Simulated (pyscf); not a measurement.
`[CH4]` + `[CH3][GaH2]` → `[CH3][GaH][CH3]` + `[H][H]`, a four-centre exchange (singlet surface; C–H, Ga–H broken, C–Ga, H–H formed). Structures and frequencies: ωB97X-D3(BJ)/def2-SVP in PySCF. Energies in kcal/mol from the separated reactants.

Small-basis levels: PySCF, no dispersion term, spherical d functions. 

Q: Quick B3LYP/LANL2DZ single points give ΔE‡ = 45.4 kcal/mol and ΔE = +9.2 kcal/mol. What does ωB97M-D3(BJ)/def2-TZVP give, and how far is the quick result from it?

A: ωB97M-D3(BJ)/def2-TZVP gives ΔE‡ = 40.6 kcal/mol and ΔE = +9.4 kcal/mol. B3LYP/LANL2DZ lies 4.8 kcal/mol over it in the barrier and 0.1 kcal/mol under it in the reaction energy, so on this step it does not hold to within 3.0 kcal/mol. ωB97M-D3(BJ)/def2-TZVP has limits of its own. At the saddle there is also a short Ga–H contact that neither side keeps. This is the saddle that the search found; another between the same sides may lie lower. In the def2 sets elements up to Kr have no core potential.
